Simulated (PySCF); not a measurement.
Gas-phase reaction: 5 SiH2Cl = i-Si4H10 + SiCl2 + 3 Cl. Level: PBE0/def2-TZVP; standard pressure 1 bar.

Energies from PySCF, thermal terms from the rigid-rotor harmonic-oscillator model, ideal gas at 1 bar. Open shells (unrestricted): SiH2Cl (multiplicity 2), Cl (multiplicity 2, electronic degeneracy 6); the rest are closed-shell singlets. Spin-orbit splitting is ignored; it lowers the true energy and changes the entropy of Cl. SiH2Cl: computed as isolated molecules; such fragments, hydroxides, amides, oligomers or adducts are transient or little studied in the gas. The harmonic model lacks anharmonicity and excited electronic states, which grow with temperature; levels with a mode under 35 cm⁻¹ are left out. Internal rotation in i-Si4H10 is treated as a harmonic vibration of one conformer, which makes the entropy rough.

```
T (K)  1000/T (1/K)  log10 K
-----  ------------  -------
1200         0.8333   -15.63
1400         0.7143        ?
1600         0.6250   -12.52
1800         0.5556   -11.44
2000         0.5000   -10.56
2500         0.4000    -8.90
```

Task: Fit log10 K = a + b·(1000/T) to the five rows, get the mean ΔH° and ΔS°, and predict log10 K at 1400 K.

Result: Means: 1000/T = 0.5828, log10 K = -11.810. Sums of products about the means: Sxy = -1.63238, Sxx = 0.105543, so b = Sxy/Sxx = -15.47 and a = -11.810 − (-15.47)×0.5828 = -2.79.
ΔH° = −R ln 10 × 1000 K × b = −19.145 × (-15.47) = 296 kJ; ΔS° = R ln 10 × a = -53 J/K. The run's own values go from 279 kJ and -66 J/K at 1200 K to 327 kJ and -39 J/K at 2500 K.
Prediction at 1400 K: -2.79 + (-15.47)×0.7143 = -13.84. The computed value is -13.87, 0.03 from the line.
For scale, ΔH°(298 K) is 247 kJ at this level, 201 kJ at ωB97M-V/def2-TZVP†, and runs from 129 to 287 kJ over the 17 levels computed († marks an energy on the PBE0/def2-TZVP geometry).
